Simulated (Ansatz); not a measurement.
Compare A (`C#CCCF`) with its isomer B (`FC1=CCC1`).

Computed with Ansatz on PBE0-D4/def2-TZVP structures; ΔE is electronic, products minus reactants. CCSD(T)/CBS adds triple-zeta CCSD(T) − MP2 to the extrapolated MP2 energy (def2 sets, frozen cores). Functionals use def2-TZVPP. B3LYP here is the variant with VWN-RPA as its local correlation; programs differ in this. One conformer a species, not always the lowest.

Problem. Which isomer does CCSD(T)/CBS put lower? Give the gap. (An estimate is asked.)

Solution. Ansatz gave: B, by 31.6 kJ/mol.

Problem. Give E(B) − E(A) in kJ/mol with LDA (SPW92), PBE0-D4, r2SCAN-D4, MP2/def2-TZVPP, B3LYP-D4, HF/def2-TZVPP, ωB97M-V. (An estimate is asked.)

Solution. The calculation gave: LDA (SPW92) -80.0, PBE0-D4 -60.1, r2SCAN-D4 -47.3, MP2/def2-TZVPP -31.4, B3LYP-D4 -30.6, HF/def2-TZVPP -11.3, ωB97M-V -40.6. None reverses the order clearly.

Problem. Does the order hold for the free energy at 298.15 K (harmonic terms from PBE0-D4)? (An estimate is asked.)

Solution. The calculation gave: Yes: G(B) − G(A) = -23.3 kJ/mol, for one conformer each.

Largest T1 diagnostic: 0.011.

In def2-TZVPP, CCSD(T) changes the Hartree–Fock value by −21.7 kJ/mol (the triples alone add −2.8 kJ/mol) and MP2 by −20.1 kJ/mol. Leaving LDA and LC-ωPBE aside and taking each functional with its dispersion term where it has one, the values, not all of them listed here, spread over 34.3 kJ/mol, from HSE06-D4 to B2PLYP. LDA lies −23.5 kJ/mol from PBE without D4.
